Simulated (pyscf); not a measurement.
F–CH•–CH₂–C(F)(F)–F → H₂C=CH–F + F–C•(F)–F (bond scission; doublet surface; C–C broken, none formed). Structures and frequencies: ωB97X-D3(BJ)/def2-SVP in PySCF. Energies in kJ/mol from the reactant's lowest minimum found.

| level | barrier | reaction energy |
|---|---|---|
| PBE/def2-TZVP | 130.0 | +132.1 |
| r²SCAN/def2-TZVP | ? | ? |
| B3LYP-D3(BJ)/def2-TZVP | 135.3 | +134.4 |
| PBE0-D3(BJ)/def2-TZVP | 156.3 | +155.4 |
| M06-2X/def2-TZVP | ? | +150.2 |
| ωB97M-D3(BJ)/def2-TZVP | 155.0 | +147.5 |

Problem. Fill in the missing entries.

Solution. 
- r²SCAN/def2-TZVP, barrier: 146.9
- r²SCAN/def2-TZVP, reaction energy: +149.7
- M06-2X/def2-TZVP, barrier: 157.8

At PBE, r²SCAN this geometry lies under the product side: in single points on another level's saddle the reverse barrier vanishes, and the forward threshold there is about the reaction energy. This is the saddle that the search found; another between the same sides may lie lower.
